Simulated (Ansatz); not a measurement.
Process, species as SMILES: BN (BH2-NH2) → [BH2] (BH2) + [NH2] (NH2)
B3LYP-D3(BJ)/def2-TZVP geometries, fixed; electronic energies without zero-point terms.
Largest species:
```
B
N 1 1.3876
H 2 1.0069 1 123.31
H 2 1.0069 3 113.37 1 180.00
H 1 1.1928 2 119.04 3 0.00
H 1 1.1928 5 121.92 2 180.00
```
Charge 0, spin multiplicity 1.

Effect of a fitting basis named in the input at wB97M-V/def2-TZVPP with Ansatz (a first-principles code), against the last row, where the bond dissociation energy is 150.94 kcal/mol. Open shells are unrestricted. The default fits or decomposes integrals by the program's own choice; accuracy: high also tightens integrals, grids and stops.

| setting | largest shift of a total energy (mEh) | shift of the bond dissociation energy (kcal/mol) |
|---|---|---|
| fitting: def2-SV(P)-JKFIT | -0.047 | -0.002 |
| fitting: def2-universal-JKFIT | -0.047 | -0.002 |
| fitting: cc-pVTZ-JKFIT | -0.024 | 0.004 |
| fitting: cc-pVQZ-JKFIT | -0.004 | 0.000 |
| fitting: cc-pV5Z-JKFIT | -0.004 | 0.000 |
| accuracy: high | -0.001 | 0.000 |
| accuracy: medium (default) | 0.000 | 0.000 |

Within 0.02 kcal/mol in the bond dissociation energy: fitting: def2-SV(P)-JKFIT; fitting: def2-universal-JKFIT; fitting: cc-pVTZ-JKFIT; fitting: cc-pVQZ-JKFIT; fitting: cc-pV5Z-JKFIT; accuracy: high. The largest shift is 0.047 mEh in a total energy and 0.004 kcal/mol in the difference.
